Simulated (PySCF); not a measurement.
Potential energy curve for SMILES FCF, singlet. The C2–H5 bond (C2 also carries F, F, H; H5 carries nothing else) is stretched with both fragments frozen at the PBE0/def2-TZVP optimised geometry.

Computed with CCSD(T) on UHF/cc-pVDZ, 3 core orbitals frozen (PySCF).

Problem. Relative to R = 1.09 Å, what are the energies at R = 1.36, 1.79, 2.68, 2.98 Å?

Solution. 15.4 kcal/mol at 1.36 Å, 58.3 kcal/mol at 1.79 Å, 102.5 kcal/mol at 2.68 Å, 104.3 kcal/mol at 2.98 Å.

The unrestricted determinant behind UCCSD(T) is spin-contaminated at 1.64 to 3.78 Å (<S²> up to 1.0, against 0.00 for a pure singlet).
